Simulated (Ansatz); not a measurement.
in.yaml

```yaml
crystal:
  periodic: [false, false, false]
  atoms:
    - {symbol: B, position_ang: [0.000000, 0.000000, 1.347546]}
    - {symbol: N, position_ang: [0.000000, 0.000000, -0.177454]}
    - {symbol: H, position_ang: [0.000000, 0.000000, -1.170093]}
basis:
  gaussian: {orbitals: 6-31G}
magnetization: {spin_polarized: true, initial_magnetization: 1}
correlation: {method: ccsdt_q, electrons: outside_noble_gas}
```

```sh
$ ansatz run in.yaml --threads 1 --pin off --events-out ev --progress --plain --max-ram 2393MiB
```

Log:

```
450 factors; integrals over basis functions are off by at most 9.4e-8 eV
mean field evaluation 1: about -2159.0750 eV, gradient 2.8e1 eV
mean field evaluation 2: about -2159.0771 eV, gradient 2.8e1 eV
mean field evaluation 4: about -2163.7818 eV, gradient 3.1e0 eV
mean field evaluation 8: about -2164.0389 eV, gradient 1.3e0 eV
mean field evaluation 16: about -2164.6933 eV, gradient 1.2e-6 eV
mean field evaluation 32: about -2164.6182 eV, gradient 1.0e0 eV
mean field evaluation 64: about -2164.5978 eV, gradient 1.2e-4 eV
mean field evaluation 96: about -2163.7003 eV, gradient 5.6e0 eV
mean field evaluation 128: about -2164.5893 eV, gradient 8.4e-1 eV
mean field evaluation 160: about -2161.7993 eV, gradient 7.5e0 eV
...
cycle  14  -4.97048086 eV  change    4.7e-5 eV  update   6.2e-5
cycle  15  -4.97050180 eV  change   -2.1e-5 eV  update   2.9e-5
cycle  16  -4.97046815 eV  change    3.4e-5 eV  update   1.7e-5
cycle  17  -4.97046058 eV  change    7.6e-6 eV  update   7.5e-6
cycle  18  -4.97045622 eV  change    4.4e-6 eV  update   4.1e-6
cycle  19  -4.97044787 eV  change    8.3e-6 eV  update   2.1e-6
cycle  20  -4.97044536 eV  change    2.5e-6 eV  update   9.9e-7
cycle  21  -4.97044177 eV  change    3.6e-6 eV  update   5.3e-7
cycle  22  -4.97044068 eV  change    1.1e-6 eV  update   2.0e-7
cycle  23  -4.97044039 eV  change    2.9e-7 eV  update   8.0e-8
perturbative correction -0.04723541 eV, -0.0017358694 hartree
Total energy: -2169.71102448 eV, -79.7354094667 hartree
```

For the same geometry and basis full CI lies 27.7 meV higher.

Ran on 1 thread of Arm Neoverse V2, shared host: 3.7 s wall, 0.15 GiB peak host memory.
